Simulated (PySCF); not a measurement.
What PySCF settings do for LiH⁻

Base input, run as `OMP_NUM_THREADS=1 python input.py` with PySCF 2.14:

```python
from pyscf import gto, dft

mol = gto.M(
    atom='Li 0 0 0; H 0 0 1.62',
    basis='6-311++g**',
    charge=-1,
    spin=1,
    verbose=3,
)
mf = dft.UKS(mol, xc='blyp')
mf.kernel()
g = mf.nuc_grad_method()
g.grid_response = True
g.kernel()
mf.dip_moment()
print('orbital energies (hartree):', [e[max(0, n-3):n+3].round(4) for e, n in zip(mf.mo_energy, mol.nelec)])
```

Base result: E(SCF) = -8.082338 Eh, ⟨S²⟩ = 0.751, gradient on the second atom -0.0052 Eh/bohr. The bond length is a typed value, not an optimised one. The dipole of an ion depends on the origin. No search for the lowest solution was made.

Hardware: Arm Neoverse V2, 1 thread, shared host. Wall time 1.4 s, peak memory 0.19 GiB.

Each row names what differs from the base; energies in brackets are changes from the base.

| change | result | wall time (s) |
| --- | --- | --- |
| functional: blyp → pbesol | E(SCF) = -7.984978 Eh, ⟨S²⟩ = 0.750, gradient on the second atom -0.0066 Eh/bohr | 1.3 |
| functional: blyp → hse [unsound on purpose] | stops with KeyError ("LibXCFunctional: name 'HSE' not found.") | 0.48 |
| step after the SCF: gradient → mp2; SCF type: UKS → UHF; functional: blyp → none (Hartree–Fock); frozen orbitals: default → 0 | E(SCF) = -7.995088 Eh, E(MP2) − E(SCF) = -0.03672 Eh, ⟨S²⟩ = 0.750 | 0.67 |
| geometry: bond 1.62 → bond 1.571 | E(SCF) = -8.081604 Eh (+0.0200 eV), ⟨S²⟩ = 0.751, gradient on the second atom -0.0108 Eh/bohr | 1.3 |
| PCM solvent, dielectric constant: none → 78.36 | E(SCF) = -8.157383 Eh (-2.0421 eV), ⟨S²⟩ = 0.750, gradient on the second atom -0.0106 Eh/bohr | 1.6 |
| initial guess: minao → atom | E(SCF) = -8.082338 Eh (+0.0000 eV), ⟨S²⟩ = 0.751, gradient on the second atom -0.0052 Eh/bohr | 1.4 |
| integration grid: default → 0 [unsound on purpose] | E(SCF) = -8.082064 Eh (+0.0075 eV), ⟨S²⟩ = 0.751, gradient on the second atom -0.0085 Eh/bohr | 0.76 |
| basis set: 6-311++g** → tzvp-def2 [unsound on purpose] [no diffuse functions for the anion] | stops with BasisNotFoundError (tzvp-def2) | 0.57 |
| functional: blyp → m06l | E(SCF) = -8.090492 Eh, ⟨S²⟩ = 0.751, gradient on the second atom -0.0034 Eh/bohr | 2.5 |
| SCF type: UKS → ROKS | E(SCF) = -8.082283 Eh (+0.0015 eV), gradient on the second atom -0.0051 Eh/bohr | 1.6 |
| functional: blyp → x3lyp | E(SCF) = -8.088341 Eh, ⟨S²⟩ = 0.751, gradient on the second atom -0.0046 Eh/bohr | 1.4 |
| functional: blyp → m06 | E(SCF) = -8.085570 Eh, ⟨S²⟩ = 0.751, gradient on the second atom -0.0056 Eh/bohr | 4.8 |
| spin-free X2C: off → on [basis contracted without relativity] | E(SCF) = -8.083012 Eh, ⟨S²⟩ = 0.751, gradient on the second atom -0.0052 Eh/bohr | 1.3 |
| functional: blyp → 0.5*hf+0.5*b88,lyp | E(SCF) = -8.083275 Eh, ⟨S²⟩ = 0.751, gradient on the second atom -0.0039 Eh/bohr | 1.3 |
| density fitting: none → weigend [may be another electronic state] | E(SCF) = -8.086958 Eh (-0.1257 eV), ⟨S²⟩ = 0.750, gradient on the second atom -0.0026 Eh/bohr | 1.4 |
| geometry: bond 1.62 → bond 25 [unsound on purpose] | not converged: SCF | 2.8 |
| functional: blyp → b3lyp | E(SCF) = -8.102015 Eh, ⟨S²⟩ = 0.750, gradient on the second atom -0.0047 Eh/bohr | 1.3 |
| basis set: 6-311++g** → jorge-dzp [no diffuse functions for the anion] | E(SCF) = -8.071919 Eh (+0.2835 eV), ⟨S²⟩ = 0.750, gradient on the second atom -0.0089 Eh/bohr | 1.2 |
| basis set: 6-311++g** → pcseg-1 [no diffuse functions for the anion] | E(SCF) = -8.066682 Eh (+0.4260 eV), ⟨S²⟩ = 0.751, gradient on the second atom -0.0088 Eh/bohr | 0.96 |
| functional: blyp → pbe0 | E(SCF) = -8.066204 Eh, ⟨S²⟩ = 0.750, gradient on the second atom -0.0056 Eh/bohr | 1.3 |
| level shift (hartree): none → 0.5 | not converged: SCF | 2.9 |
| geometry: bond 1.62 → bond 1.296 | E(SCF) = -8.063077 Eh (+0.5241 eV), ⟨S²⟩ = 0.750, gradient on the second atom -0.0698 Eh/bohr | 1.4 |
| geometry: bond 1.62 → bond 0.5 [unsound on purpose] | E(SCF) = -7.322171 Eh (+20.6852 eV), ⟨S²⟩ = 0.758, gradient on the second atom -1.5795 Eh/bohr | 1.5 |

Order these changes by how far they move the SCF energy from the base, largest first: (1) PCM solvent, dielectric constant: none → 78.36; (2) density fitting: none → weigend; (3) geometry: bond 1.62 → bond 1.296; (4) geometry: bond 1.62 → bond 1.571.

(1) -2.0421 eV, (3) +0.5241 eV, (2) -0.1257 eV, (4) +0.0200 eV.
